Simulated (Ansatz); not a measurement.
The input, for Ansatz 0.2.0:

```yaml
crystal:
  periodic: [false, false, false]
  atoms:
    - {symbol: Si, position_ang: [0.000000, 0.000000, 0.000000]}
    - {symbol: Cl, position_ang: [0.000000, 0.000000, 2.057900]}
basis:
  gaussian: {orbitals: 6-31G}
magnetization: {spin_polarized: true, initial_magnetization: 3}
correlation: {method: ccsdt_q, electrons: valence}
accuracy: high
scf: {lower_state_search: light}
```

```sh
$ ansatz run in.yaml --threads 1 --pin off --events-out ev --progress --plain --max-ram 2393MiB
```

The program prints:

```
504 factors; integrals over basis functions are off by at most 3.1e-9 eV
mean field evaluation 1: about -20360.1645 eV, gradient 7.2e0 eV
mean field evaluation 2: about -20360.1731 eV, gradient 7.2e0 eV
mean field evaluation 4: about -20361.2137 eV, gradient 1.8e0 eV
mean field evaluation 8: about -20361.3569 eV, gradient 2.5e-2 eV
mean field evaluation 16: about -20360.1645 eV, gradient 7.2e0 eV
mean field evaluation 32: about -20358.7776 eV, gradient 1.6e-3 eV
mean field evaluation 64: about -20357.4834 eV, gradient 1.9e-2 eV
mean field -20361.35977965 eV, -748.2661704767 hartree, gradient 3.1e-8 eV, S^2 3.752711; 1 other end points of the search recorded, 0 dependent functions left out
determinant -20361.35977965 eV, -748.2661704767 hartree, with singles and doubles -20363.13092068 eV, -748.3312587092 hartree
determinant -20358.77757480 eV, -748.1712761990 hartree, with singles and doubles -20360.28599035 eV, -748.2267094478 hartree
10 core orbitals not correlated: weight in the atoms' cores, before any rotation towards them, 1.000 or more for the frozen orbitals, at most 0.000 for the correlated occupied ones
reference -20361.35977965 eV, -748.2661704767 hartree; 7, 4 occupied and 9, 12 virtual orbitals, 504 factors
second order -1.48147344 eV of doubles, -0.00000000 eV of singles
cycle   1  -1.66262788 eV  change   -1.8e-1 eV  update   5.3e-2
cycle   2  -1.76572878 eV  change   -1.0e-1 eV  update   2.1e-2
cycle   3  -1.80800762 eV  change   -4.2e-2 eV  update   1.2e-2
...
cycle  16  -1.80966214 eV  change    2.2e-7 eV  update   2.4e-7
cycle  17  -1.80966205 eV  change    8.9e-8 eV  update   1.2e-7
cycle  18  -1.80966203 eV  change    2.2e-8 eV  update   5.8e-8
cycle  19  -1.80966203 eV  change   -4.1e-9 eV  update   2.9e-8
cycle  20  -1.80966203 eV  change    5.2e-9 eV  update   1.5e-8
cycle  21  -1.80966198 eV  change    5.0e-8 eV  update   5.3e-8
cycle  22  -1.80966195 eV  change    3.1e-8 eV  update   1.9e-8
cycle  23  -1.80966193 eV  change    1.2e-8 eV  update   6.0e-9
cycle  24  -1.80966193 eV  change    1.9e-9 eV  update   2.2e-9
cycle  25  -1.80966193 eV  change   2.3e-10 eV  update  7.5e-10
perturbative correction -0.00028640 eV, -0.0000105249 hartree
Total energy: -20363.16972798 eV, -748.3326848510 hartree
```

Ran on 1 thread of Arm Neoverse N1, shared host: 6.5 s wall, 0.17 GiB peak host memory.
